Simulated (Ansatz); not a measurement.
**One shape, several levels: CH3FO (SMILES OCF)**

We compute a comparison of 6 runs (HF/STO-3G, UHF/STO-3G, B2PLYP/STO-3G, UPBE0/STO-3G, CCSDT/STO-3G, CCSD(T)/STO-3G) of CH3FO. 

The calculation is run with Ansatz 0.2.0.

68 further runs of the same task are left out: 2 that didn't finish, 66 set aside as unsound or not needed.

**1. The molecule**

CH3FO: 6 atoms, total charge 0, spin state singlet. As SMILES, `OCF`. The H4–O1 distance was set to 2.404 Å, away from the relaxed value. At this shape a bond of the SMILES string is far longer than usual.

Bond lengths: O1–C2 1.370 Å, C2–F3 1.381 Å, C2–H5 1.096 Å, C2–H6 1.091 Å. Angles: O1–C2–F3 111.1°, O1–C2–H5 112.9°, O1–C2–H6 107.4°, F3–C2–H5 106.3°, F3–C2–H6 107.8°, H5–C2–H6 111.3°.

**2. A single-point energy at HF/STO-3G (run 1)**

Input file run.yaml:

```yaml
crystal:
  periodic: [false, false, false]
  atoms:
    - symbol: O
      position_ang: [-0.591954, -1.000344, 1.148472]
    - symbol: C
      position_ang: [0.452246, -0.254144, 1.626672]
    - symbol: F
      position_ang: [0.107946, 1.080056, 1.719672]
    - symbol: H
      position_ang: [-0.928700, -0.495100, -1.178000]
    - symbol: H
      position_ang: [1.338846, -0.298244, 0.983372]
    - symbol: H
      position_ang: [0.674146, -0.611944, 2.633172]
basis:
  gaussian:
    orbitals: STO-3G
hamiltonian:
  xc: hf
accuracy: high
```

Launch:

```sh
$ ansatz run run.yaml --threads 1 --pin off --max-ram 2610MiB --events-out events.jsonl --progress --plain --runs-dir runs
```

Output:

```text
Warning: RAYON_NUM_THREADS=1 ignored (pool sized by the plan → 1); use --threads N
Functional definition: HF
  name "HF"
  exchange = exact_x
  correlation = 0
321 factors; integrals over basis functions are off by at most 3.3e-8 eV
mean field evaluation 1: about -5723.4127 eV, gradient 3.7e1 eV
mean field evaluation 2: about -5723.5644 eV, gradient 3.7e1 eV
mean field evaluation 4: about -5731.7236 eV, gradient 5.6e0 eV
mean field evaluation 8: about -5731.9084 eV, gradient 1.6e-1 eV
mean field -5731.90868458 eV, -210.6437589310 hartree, gradient 2.5e-8 eV, S^2 0.000000; 0 other end points of the search recorded, 0 dependent functions left out
reference -5731.90868458 eV, -210.6437589310 hartree; 13, 13 occupied and 5, 5 virtual orbitals, 321 factors
Total energy: -5731.90868458 eV, -210.6437589310 hartree
```

It took 0.1 s on 1 thread of Arm Neoverse V1, shared host.

**3. A single-point energy at UHF/STO-3G (run 2)**

Input file run.yaml:

```yaml
crystal:
  periodic: [false, false, false]
  atoms:
    - {symbol: O, position_ang: [-0.591954, -1.000344, 1.148472]}
    - {symbol: C, position_ang: [0.452246, -0.254144, 1.626672]}
    - {symbol: F, position_ang: [0.107946, 1.080056, 1.719672]}
    - {symbol: H, position_ang: [-0.928700, -0.495100, -1.178000]}
    - {symbol: H, position_ang: [1.338846, -0.298244, 0.983372]}
    - {symbol: H, position_ang: [0.674146, -0.611944, 2.633172]}
basis:
  gaussian:
    orbitals: STO-3G
magnetization:
  spin_polarized: true
  initial_magnetization: 0
hamiltonian:
  xc: hf
accuracy: high
```

Launch:

```sh
$ ansatz run run.yaml --threads 1 --pin off --max-ram 2610MiB --events-out events.jsonl --progress --plain --runs-dir runs
```

Output, cut to the lines that bear on the results:

```text
Warning: RAYON_NUM_THREADS=1 ignored (pool sized by the plan → 1); use --threads N
[... 2 set-up lines as earlier in the session ...]
[...]
321 factors; integrals over basis functions are off by at most 3.3e-8 eV
[...]
mean field -5738.31353534 eV, -210.8791328553 hartree, gradient 1.9e-8 eV, S^2 0.995418; 7 other end points of the search recorded, 0 dependent functions left out
reference -5738.31353534 eV, -210.8791328553 hartree; 13, 13 occupied and 5, 5 virtual orbitals, 321 factors
Total energy: -5738.31353534 eV, -210.8791328553 hartree
```

Wall time 0.28 s (1 thread of Arm Neoverse V1, shared host).

Runs 3 to 5 aren't shown in full; the table further down has their settings and results.

**4. The energy at CCSD(T)/STO-3G (run 6)**

Input file job.yaml:

```yaml
crystal:
  periodic: [false, false, false]
  atoms:
    - {symbol: O, position_ang: [-0.591954, -1.000344, 1.148472]}
    - {symbol: C, position_ang: [0.452246, -0.254144, 1.626672]}
    - {symbol: F, position_ang: [0.107946, 1.080056, 1.719672]}
    - {symbol: H, position_ang: [-0.928700, -0.495100, -1.178000]}
    - {symbol: H, position_ang: [1.338846, -0.298244, 0.983372]}
    - {symbol: H, position_ang: [0.674146, -0.611944, 2.633172]}
basis:
  gaussian: {orbitals: STO-3G}
magnetization: {spin_polarized: false}
correlation: {method: ccsd_t, frozen_orbitals: {C: 1, F: 1, H: 0, O: 1}}
accuracy: high
scf: {omitted_lower_state_checks: [cluster_reference, increment]}
```

Launch:

```sh
$ ansatz run job.yaml --threads 1 --pin off --max-ram 2610MiB --events-out events.jsonl --progress --plain --runs-dir runs
```

Output:

```text
Warning: RAYON_NUM_THREADS=1 ignored (pool sized by the plan → 1); use --threads N
[... 11 lines left out ...]
3 core orbitals not correlated: weight in the atoms' cores, before any rotation towards them, 1.000 or more for the frozen orbitals, at most 0.000 for the correlated occupied ones
[... 41 lines left out ...]
WARN: these amplitudes may be one of several solutions (largest doubles amplitude 0.79, level shift 14.73 eV)
Total energy: -5741.38556635 eV, -210.9920279125 hartree
Checks for a lower state left out: cluster_reference, increment
```

Run time: 0.2 s. Hardware: 1 thread of Arm Neoverse V1, shared host.

**5. The series**

```tsv
run	level	frozen core orbitals	energy (Eh)	wall time
1	HF/STO-3G	–	-210.643759	0.1 s
2	UHF/STO-3G	–	-210.879133	0.28 s
3	B2PLYP/STO-3G	3	-211.453020	1.9 s
4	UPBE0/STO-3G	–	-211.601333	5.1 s
5	CCSDT/STO-3G	3	-210.991127	0.72 s
6	CCSD(T)/STO-3G	3	-210.992028	0.2 s
```

**6. What came out**

```
                                          quantity          value
                               run 6: total energy  -210.99203 Eh
run 6: correlation energy (3 core orbitals frozen)     -348.3 mEh
                             run 6: (T) correction      -5.94 mEh
                              run 6: T1 diagnostic          0.027
```

What this shows: Below the UHF energy at the same shape and in the same basis (STO-3G): CCSDT -112.0 mEh; CCSD(T) -112.9 mEh. Some of these start from another determinant than that one, so these aren't their correlation energies. Totals of different functionals can't be ranked against each other. In runs 3, 5, 6 the log says that unrestricted orbitals would lower the reference, so the values rest on an unstable closed-shell determinant (other closed-shell runs at this shape may share the fault). In runs 1, 2, 3, 4, 5, 6 the basis is minimal, so the values are rough. In runs 1, 3, 6 a closed-shell determinant meets a far-stretched bond, which it describes badly. Spin contamination of the reference: run 2 ⟨S²⟩ = 1.00, run 4 ⟨S²⟩ = 0.97. Where it is this large, the reference is a mixture of spin states, and values that rest on it are in doubt. All runs together took 8.2 s, the longest 5.1 s.
